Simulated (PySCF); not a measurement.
Molecule: `InChI=1S/C5H11F/c1-2-3-4-5-6/h2-5H2,1H3`.

Bonds (- single, = double, # triple, : aromatic): C1-C2, C2-C3, C3-C4, C4-C5, C5-F6. C1 carries H7, H8, H9; C2 carries H10, H11; C3 carries H12, H13; C4 carries H14, H15; C5 carries H16, H17.

Frames of a GFN2-xTB Langevin trajectory at 400 K; GIAO PBE0/pcSseg-1 shieldings in PySCF 2.14.0 with density-fitted response routines, gas phase, non-relativistic; equivalent atoms averaged within each frame.

Referencing at the same level of theory: ¹³C (σ = 186.93 ppm) and ¹H (σ = 31.72 ppm) against TMS; ¹⁹F (σ = 170.95 ppm) against CFCl3. The references are static minima.

**Question.** How do the shifts (ppm) fluctuate along the trajectory?

**Answer.** 
```csv
time (fs),C5,C4,C3,C2,C1,F6,H16/H17,H14/H15,H10/H11,H12/H13
optimised geometry,87.1,36.9,33.8,28.4,17.3,-251.4,4.77,1.53,1.31,1.42
250,83.8,43.3,31.9,30.7,18.4,-235.5,4.54,3.05,2.08,1.31
425,93.1,31.3,33.6,23.9,22.2,-235.6,5.73,1.31,1.37,1.21
625,84.1,36.1,44.9,19.9,21.2,-247.8,4.77,0.70,0.91,1.64
800,82.0,39.2,37.6,34.0,18.7,-250.0,3.87,1.94,1.55,1.81
1000,97.8,41.0,39.8,23.1,23.2,-231.1,6.36,1.50,1.16,2.60
mean of frames,88.2,38.1,37.6,26.3,20.7,-240.0,5.06,1.70,1.41,1.72
standard deviation,6.9,4.7,5.2,5.8,2.1,8.4,0.99,0.88,0.44,0.55
```

5 frames give an uncertainty of the mean of about the standard deviation over 2.2 at best, since frames this close in time may not be independent; classical motion lacks zero-point vibration, and the reference would need the same averaging.
